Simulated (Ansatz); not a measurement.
Input file:

```yaml
crystal:
  periodic: [false, false, false]
  atoms:
    - {symbol: Cl, position_ang: [0.000000, 0.000000, -1.225333]}
    - {symbol: H, position_ang: [0.000000, 0.000000, 0.136667]}
    - {symbol: H, position_ang: [0.000000, 0.000000, 1.088667]}
basis:
  gaussian: {orbitals: 6-31G}
magnetization: {spin_polarized: false, initial_magnetization: 1}
correlation: {method: fic_mrcisd_q, electrons: all, active_space: {window: {electrons: 1, orbitals: 6}}}
```

```sh
$ ansatz run in.yaml --threads 1 --pin off --events-out ev --progress --plain --max-ram 2393MiB
```

Output:

```
204 factors; integrals over basis functions are off by at most 6.5e-4 eV
mean field evaluation 1: about -12530.5664 eV, gradient 1.0e1 eV
mean field evaluation 2: about -12530.5680 eV, gradient 1.0e1 eV
mean field evaluation 4: about -12531.1048 eV, gradient 1.1e0 eV
mean field evaluation 8: about -12531.1229 eV, gradient 3.0e-2 eV
mean field evaluation 16: about -12528.7013 eV, gradient 2.8e-2 eV
mean field evaluation 32: about -12528.6989 eV, gradient 3.7e-2 eV
mean field -12531.12287784 eV, -460.5102718606 hartree, gradient 2.9e-6 eV, S^2 0.750000; 3 other end points of the search recorded, 0 dependent functions left out
reference -12531.12287784 eV, -460.5102718606 hartree; 10, 9 occupied and 7, 8 virtual orbitals, 204 factors
state -12531.12287784 eV, -460.5102718606 hartree
contracted CI cycle   1: correlation 0.00000000 eV, 0.0000000000 hartree, residual 1.15e1 eV
contracted CI cycle   2: correlation -1.81421313 eV, -0.0666711030 hartree, residual 2.36e0 eV
contracted CI cycle   3: correlation -1.90582265 eV, -0.0700376906 hartree, residual 6.22e-1 eV
contracted CI cycle   4: correlation -1.91379201 eV, -0.0703305590 hartree, residual 1.74e-1 eV
contracted CI cycle   5: correlation -1.91437599 eV, -0.0703520200 hartree, residual 5.82e-2 eV
contracted CI cycle   6: correlation -1.91445091 eV, -0.0703547732 hartree, residual 2.10e-2 eV
contracted CI cycle   7: correlation -1.91445733 eV, -0.0703550093 hartree, residual 5.32e-3 eV
contracted CI cycle   8: correlation -1.91445772 eV, -0.0703550236 hartree, residual 1.57e-3 eV
state -12531.12287784 eV, -460.5102718606 hartree; corrected -12533.11895228 eV, -460.5836262433 hartree
WARN: 5 active orbitals are nearly empty or full. The corrections depend on them more than the energy does, and are more stable in an active space without them
Total energy: -12533.11895228 eV, -460.5836262433 hartree
```

Natural occupations: 1.0000 0.0000 0.0000 0.0000 0.0000 0.0000.

Ran on 1 thread of Arm Neoverse V1, shared host: 0.87 s wall, 0.14 GiB peak host memory.
